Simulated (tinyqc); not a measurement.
Inside a calculation. Method: harmonic frequencies on the UHF/sto-3g surface (energies and gradients from PySCF), for LiH+, spin multiplicity 2. One step of it, computed by the program tinyqc.

Question. One row of the Hessian: 1Liz. Displace 1Liz by +/-0.01 bohr; H(k, :) = (g(+) - g(-)) / (2 delta).

optimised positions (bohr):
```
            x         y          z
1Li  0.000000  0.000000  -0.525889
2H   0.000000  0.000000   3.197962
```

gradient at +delta (hartree/bohr):
```
              x           y            z
1Li  0.00000000  0.00000000   0.00023457
2H   0.00000000  0.00000000  -0.00023457
```

gradient at -delta (hartree/bohr):
```
              x           y            z
1Li  0.00000000  0.00000000  -0.00020226
2H   0.00000000  0.00000000   0.00020226
```

Give: row of the Hessian.

Answer.

row of the Hessian (hartree/bohr^2): 1Lix 0.000000, 1Liy 0.000000, 1Liz 0.021841, 2Hx 0.000000, 2Hy 0.000000, 2Hz -0.021841
